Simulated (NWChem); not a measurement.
Everything below was run with NWChem. System: CS, charge 0, spin multiplicity 1, at a geometry optimised with B3LYP/def2-SVP. The structure started from a generated list of species. Level: CR-CCSD(T)/def2-TZVP, 6 core orbitals frozen.

The NWChem input:

```
start mol
memory heap 100 mb stack 700 mb global 1900 mb
geometry units angstroms nocenter noautoz
  C      0.000000     0.000000     1.119212
  S      0.000000     0.000000    -0.419705
  symmetry group C2v
end
basis spherical
  * library def2-tzvp
end
scf
  rhf
  nopen 0
  maxiter 100
  thresh 1e-7
  semidirect memsize 60000000 filesize 0
end
tce
  freeze core 6
  cr-ccsd(t)
  2eorb
  2emet 13
  thresh 1e-6
  maxiter 100
  tilesize 24
end
task tce energy
```

Part of the output:

```
             Northwest Computational Chemistry Package (NWChem) 7.3.0
             --------------------------------------------------------

                                NWChem Input Module
                                -------------------

 Scaling coordinates for geometry "geometry" by  1.889725989
 (inverse scale =  0.529177249)

 Turning off AUTOSYM since
 SYMMETRY directive was detected!

                             Geometry "geometry" -> ""
                             -------------------------

 Output coordinates in angstroms (scale by  1.889725989 to convert to a.u.)

  No.       Tag          Charge          X              Y              Z
 ---- ---------------- ---------- -------------- -------------- --------------
    1 C                    6.0000     0.00000000     0.00000000     1.11921200
    2 S                   16.0000     0.00000000     0.00000000    -0.41970500

 Effective nuclear repulsion energy (a.u.)      33.0108874643

            Nuclear Dipole moment (a.u.)
            ----------------------------
        X                 Y               Z
 ---------------- ---------------- ----------------
     0.0000000000     0.0000000000    -0.0000151178

      Symmetry information
      --------------------

 Group name             C2v
 Group number             16
 Group order               4
 No. of unique centers     2

      Symmetry unique atoms

     1    2


 Summary of "ao basis" -> "" (spherical)
 ------------------------------------------------------------------------------
       Tag                 Description            Shells   Functions and Types
 ---------------- ------------------------------  ------  ---------------------
 *                         def2-tzvp                  on all atoms

 Summary of "ao basis" -> "ao basis" (spherical)
 ------------------------------------------------------------------------------
       Tag                 Description            Shells   Functions and Types
 ---------------- ------------------------------  ------  ---------------------
 C                         def2-tzvp                11       31   5s3p2d1f
[...]
            Beta electrons :    11
           No. of orbitals :   136
            Alpha orbitals :    68
             Beta orbitals :    68
        Alpha frozen cores :     6
         Beta frozen cores :     6
     Alpha frozen virtuals :     0
      Beta frozen virtuals :     0
         Spin multiplicity : singlet
    Number of AO functions :    68
       Number of AO shells :    24
        Use of symmetry is : on
      Symmetry adaption is : on
         Schwarz screening : 0.10D-09

          Correlation Information
          -----------------------
          Calculation type : Coupled-cluster singles & doubles w/ perturbation
   Perturbative correction : Completely renormalized (T)
            Max iterations :      100
        Residual threshold : 0.10D-05
     T(0) DIIS level shift : 0.00D+00
     L(0) DIIS level shift : 0.00D+00
     T(1) DIIS level shift : 0.00D+00
     L(1) DIIS level shift : 0.00D+00
     T(R) DIIS level shift : 0.00D+00
     T(I) DIIS level shift : 0.00D+00
   CC-T/L Amplitude update :  5-th order DIIS
                I/O scheme : Global Array Library
        L-threshold :  0.10D-05
        EOM-threshold :  0.10D-05
 no EOMCCSD initial starts read in
 TCE RESTART OPTIONS
 SLICE:      F
 D4D5:       F
 quantumc:   F
 qrotation:  F
 pwtce:      F
 qducc:      F
 nacto:                         0
 nrotv:                         0
 nrot:                          0

            Memory Information
            ------------------
          Available GA space size is     249032176 doubles
          Available MA space size is     104850828 doubles

 Maximum block size supplied by input
 Maximum block size        24 doubles

 tile_dim =     23

 -------------------------------------------------

 Global array virtual files algorithm will be used

 Parallel file system coherency ......... OK

 4-electron integrals stored in orbital form

 v2    file size   =          1193862
 4-index algorithm nr.  13 is used
 imaxsize =       30
 imaxsize ichop =        0


CCSD iterations
 ---------------------------------------------------------
 Iter          Residuum       Correlation     Cpu    Wall
 ---------------------------------------------------------
    1   0.1478290102075  -0.2994770646279     0.1     0.1
    2   0.0425338653242  -0.3057603272567     0.1     0.1
    3   0.0163854291514  -0.3148794995842     0.1     0.1
    4   0.0080400137040  -0.3154029481267     0.1     0.1
    5   0.0036686752009  -0.3166131995805     0.1     0.1
    6   0.0015479569397  -0.3169501930650     0.1     0.1
    7   0.0007800699244  -0.3170026790785     0.1     0.1
    8   0.0004158716543  -0.3170297764041     0.1     0.1
    9   0.0002637755268  -0.3170275796548     0.1     0.1
   10   0.0001473720684  -0.3170419400205     0.1     0.1
   11   0.0000251970662  -0.3170504192125     0.1     0.1
   12   0.0000115291968  -0.3170509144397     0.1     0.1
   13   0.0000054680897  -0.3170520957109     0.1     0.1
   14   0.0000034297723  -0.3170520144600     0.1     0.1
   15   0.0000018571996  -0.3170522084735     0.1     0.1
   16   0.0000005718406  -0.3170522433400     0.1     0.1
 -----------------------------------------------------------------
 Iterations converged
 CCSD correlation energy / hartree =        -0.317052243339991
 CCSD total energy / hartree       =      -435.666112098681140

 Singles contributions

 Doubles contributions
 CR-CCSD(T)

 CR-CCSD[T]  correction energy / hartree =        -0.017865306912015
 CR-CCSD[T] correlation energy / hartree =        -0.334917550252006
 CR-CCSD[T] total energy / hartree       =      -435.683977405593168
 CR-CCSD(T)  correction energy / hartree =        -0.016585241602259
 CR-CCSD(T) correlation energy / hartree =        -0.333637484942251
 CR-CCSD(T) total energy / hartree       =      -435.682697340283426

 Task  times  cpu:        5.6s     wall:        5.6s

 Total times  cpu:        5.6s     wall:        5.6s
```
